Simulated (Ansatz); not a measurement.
## H₄O₂ (charge +1), doublet: energies of several shapes or isomers

Computed with Ansatz's Gaussian-basis code (development build); BCCD by scripts on PySCF. Nonrelativistic, cc-pVDZ, 2 core orbitals frozen. On stretched bonds single-reference methods can fail or change state.

Case A:

```xyz
6

O     0.0000    0.0000    0.0000
H     0.7570    0.5860    0.0000
H    -0.7570    0.5860    0.0000
O     0.0000    0.0000    6.0000
H     0.7570    0.5860    6.0000
H    -0.7570    0.5860    6.0000
```

Case B:

```csv
atom,x (Å),y (Å),z (Å)
O,0.0000,0.0000,0.0000
H,0.7570,0.5860,0.0000
H,-0.7570,0.5860,0.0000
O,0.0000,0.0000,3.0000
H,0.7570,0.5860,3.0000
H,-0.7570,0.5860,3.0000
```

Energy less that of case A, in eV:

| case | RCCSD(T) | RBCCD(T) | UBCCD(T) |
| --- | --- | --- | --- |
| B | -0.601 | -0.601 | -0.601 |

Question: What does UCCSD(T) give for these differences?

Answer: B: -0.548 eV (-12.6 kcal/mol).
